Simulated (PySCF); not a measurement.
**Reproducing measurements on hydrogen cyanide**

**What was measured.**

NIST CCCBDB Release 22 (SRD 101), experimental dipoles lists, for the gas: dipole moment (microwave Stark effect, vibrational ground state) 2.98 D.

The results are set against them at the end.

Species: hydrogen cyanide, HCN.
SMILES with atom numbers: `[CH:1]#[N:2]` (hydrogens: H3 on C1)

Geometry (CAM-B3LYP/def2-TZVP, Å), atoms numbered from 1 in this order:
```xyz
3
HCN angstrom
C     -0.023   -0.002   -0.004
N      1.117    0.020   -0.011
H     -1.090   -0.022    0.003
```

The PySCF runs (gas phase, on this CAM-B3LYP/def2-TZVP geometry; no spin–orbit coupling):

```json
{"level": "CAM-B3LYP/def2-TZVP, grid level 1", "job": "geometry optimisation from a GFN2-xTB start", "basis functions": "68", "wall time": "1.9 s"}
```

Hardware: Arm Neoverse V1, one thread, on a shared host.

Results beside the measurements:

**Dipole moment.** Measured: 2.98 D (NIST CCCBDB Release 22 (SRD 101), experimental dipoles).

```
              level  computed (D)  computed − measured (D)  % (from the printed values)
CAM-B3LYP/def2-TZVP          3.08                    +0.10                           +3
```

The computed dipoles belong to one fixed geometry; measured ones are averaged over vibrations unless marked μe. Magnitudes are compared, not signs.

The geometry is computed, not the measured one. Where a level misses, the cause wasn't examined.
